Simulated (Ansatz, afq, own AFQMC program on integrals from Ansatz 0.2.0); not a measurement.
# CH$_{3}$N, quintet: AFQMC among the cluster methods

```yaml
atoms:
  - { symbol: N, position_ang: [-0.7673, 0.0072, 0.0072] }
  - { symbol: C, position_ang: [0.6359, -0.0060, -0.0060] }
  - { symbol: H, position_ang: [1.0187, -1.0379, -0.0046] }
  - { symbol: H, position_ang: [1.0416, 0.5087, 0.8782] }
  - { symbol: H, position_ang: [1.0248, 0.5001, -0.9026] }
```

Connectivity, by distances: N–CH3.

Basis cc-pVDZ. Noble-gas cores (and the filled d shells of Ga–Kr and In–Xe) are frozen. AFQMC by an in-house program on the Cholesky factors that Ansatz 0.2.0 writes for its CCSD(T) run. The CISD trial takes its coefficients from CCSD amplitudes. Released means that phaseless walkers are propagated on without the constraint, phases kept. Error bars are statistical, one sigma.

Determinant: UHF, the one that the program's search chose, which needn't be the lowest solution. The geometry is a PBE0/def2-TZVP stationary point of this or a neighbouring charge and spin state.

No full CI on the walks' own integrals is used here. The released AFQMC energy serves as the reference, which it does only where one determinant dominates, the energy is flat over the last release times and near the phaseless one (40 meV or 2 meV an electron, half that with transition metals). On small molecules, where full CI could be run and the noise was under 10 meV, such values lay within 10 meV of it in 19 cases of 20, a flattering rate, since the rule was set on those same cases; what remains of the bias isn't in the error bar.

Cautions: another spin lies lower; the released value is read at 1.50 1/Eh with a noise of 18 meV, more than in the cases checked (meV from the phaseless value at times in 1/Eh: -3 ± 16 at 0.24, -22 ± 18 at 0.50, -19 ± 16 at 1.00, -28 ± 18 at 1.50).

```
T1 diagnostic                               : 0.0275
weight of the determinant in the CISD state : 0.882
⟨S²⟩ of the determinant                     : 6.022
size of the correlated space                : 12 electrons in 41 orbitals
```

Reference: AFQMC with the constraint released, correlation energy -7.504 ± 0.018 eV.

| level | E − E(reference) (meV) | share of correlation (%) |
| --- | --- | --- |
| HF | 7503.7 ± 18.2 | 0.00 |
| MP2 | 1246.7 ± 18.2 | 83.39 |
| CCSD | 274.9 ± 18.2 | 96.34 |
| CCSD(T) | 39.0 ± 18.2 | 99.48 |
| ph-AFQMC/CISD | 27.6 ± 23.2 | 99.63 |

A walk keeps the symmetry of its determinant, which the program's search chose and which needn't be the lowest solution, so a lower state of the same spin and another symmetry isn't excluded. Released energies are given only where the last usable release times agree within the noise; a slower fall can still hide under it.
